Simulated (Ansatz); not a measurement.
Input file:

```yaml
crystal:
  periodic: [false, false, false]
  atoms:
    - {symbol: N, position_ang: [0.000000, 0.000000, 0.055493]}
    - {symbol: C, position_ang: [0.000000, 0.000000, -1.107975]}
    - {symbol: H, position_ang: [0.000000, 0.000000, 1.052482]}
basis:
  gaussian: {orbitals: 6-31G}
correlation: {method: fci, electrons: outside_noble_gas}
```

```sh
$ ansatz run in.yaml --threads 1 --pin off --events-out ev --progress --plain --max-ram 2393MiB
```

Roughly how long does this take on 1 thread of Arm Neoverse V1, shared host, and how much host memory?

95 s wall and 1.2 GiB.

```
452 factors; integrals over basis functions are off by at most 1.1e-7 eV
mean field evaluation 1: about -2524.9288 eV, gradient 1.7e1 eV
mean field evaluation 2: about -2524.9376 eV, gradient 1.7e1 eV
mean field evaluation 4: about -2525.5949 eV, gradient 2.9e0 eV
mean field evaluation 8: about -2525.6156 eV, gradient 7.3e-3 eV
mean field -2525.61564919 eV, -92.8146631839 hartree, gradient 1.4e-6 eV, S^2 0.000000; 0 other end points of the search recorded, 0 dependent functions left out
2 core orbitals not correlated: weight in the atoms' cores, before any rotation towards them, 1.000 or more for the frozen orbitals, at most 0.000 for the correlated occupied ones
reference -2525.61564919 eV, -92.8146631839 hartree; 5, 5 occupied and 13, 13 virtual orbitals, 452 factors
state -2531.21398318 eV, -93.0203981634 hartree
Total energy: -2531.21398318 eV, -93.0203981634 hartree
```
